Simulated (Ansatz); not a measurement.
# BSiCl+ (quartet): wave-function methods side by side, def2-QZVPP

One table from this session's results is given with a row withheld; the runs are named, their logs left out.

Program: Ansatz 0.2.0, Gaussian basis. Level of theory: def2-QZVPP, core rule «outside noble gas», up to 11 orbitals frozen. These are calculated values, not measurements.

Plan: UHF; ROHF; CCSD(T) on UHF.

2 further runs of the same task are left out: 2 set aside as unsound or not needed.

### The geometry

The geometry is a PBE0/def2-TZVP stationary point (not a proven minimum) of the parent state, kept for this charge and spin.

3 atoms, charge 1, spin multiplicity 4.

Atoms are counted from 1 here; the program's logs count them from 0.

Bond lengths: B1–Si2 1.881 Å, B1–Cl3 1.690 Å. Angles: Si2–B1–Cl3 180.0°.

Set-up of the first run:

The input, in.yaml:

```yaml
crystal:
  periodic: [false, false, false]
  atoms:
    - {symbol: B, position_ang: [0.000000, 0.000000, 0.063696]}
    - {symbol: Si, position_ang: [0.000000, 0.000000, -1.817242]}
    - {symbol: Cl, position_ang: [0.000000, 0.000000, 1.753546]}
basis:
  gaussian: {orbitals: "def2-QZVPP.json"}
total_charge: 1
magnetization: {spin_polarized: true, initial_magnetization: 3}
hamiltonian: {xc: hf}
output: {orbitals: {seedname: orbitals}}
```

Run with:

```bash
ansatz run in.yaml --threads 1 --pin off --events-out ev --progress --plain --max-ram 2393MiB
```

Among the steps run: UHF; ROHF; CCSD(T) on UHF.

One table of the session follows, with a row left open; its other results are not shown here.

It belongs to the step «Misses and costs». 

| method | from UCCSD(T) (kcal/mol) |
| --- | --- |
| ROHF | +243.31 |
| UHF | ? |
| UMP2 | +31.97 |
| UCCSD | +13.37 |
| UCCSD(T) | 0 |

**Question.** Estimate the row for UHF.

As computed: from UCCSD(T) (kcal/mol): +242.46. In the column «from UCCSD(T) (kcal/mol)» it lies between UMP2 (+31.97) and ROHF (+243.31).
